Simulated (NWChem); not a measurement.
The standard entropy of CH4FSi (SMILES C[SiH]F) from a frequency calculation

A doublet with charge 0, relaxed at UBP86-D3(BJ)/def2-SVP (NWChem 7.3.0):

```xyz
7

C    -0.4392    1.4748    0.0090
Si    0.5436   -0.1334   -0.1016
F    -0.5051   -1.4044    0.0037
H    -1.1401    1.5873   -0.8430
H     0.2540    2.3420    0.0080
H    -1.0289    1.4963    0.9517
H     1.5084   -0.2537    1.0605
```

Harmonic wavenumbers in cm⁻¹: 143, 224, 532, 644, 726, 763, 841, 877, 1204, 1371, 1380, 2081, 2953, 3051, 3070.

Masses in u: C 12.011, Si 28.085, F 18.998, H 1.008. Take T = 298.15 K, p = 1 bar, R = 8.3145 J/(mol K), kT/hc = 207.22 cm⁻¹, rigid rotor and harmonic oscillator.

Work out S° at 298 K.


1. Translation (Sackur–Tetrode): S = R[3/2 ln M + 5/2 ln T − 1.1517] with M = 63.126 gives 160.6 J/(mol K).
2. Rotation: principal moments 23.213, 76.617, 93.793 u Å² give A, B, C = 0.7262, 0.22, 0.1797 cm⁻¹; the symmetry number is σ = 1; q = (√π/σ)√((kT/hc)³/ABC) = 31204; S = R(ln q + 3/2) = 98.5.
3. Vibration: with u = ν̃/207.22, each mode gives R[u/(eᵘ − 1) − ln(1 − e⁻ᵘ)]; the sum is 27.5, most from 143 cm⁻¹ (11.6), 224 cm⁻¹ (8.1), 532 cm⁻¹ (2.4).
4. Spin and the two mirror images of this shape: R ln 4 = 11.5.
5. Sum: 160.6 + 98.5 + 27.5 + 11.5 = 298.1 J/(mol K).

No measured value is set beside it here. Where a soft mode is a torsion, a harmonic oscillator describes it poorly.
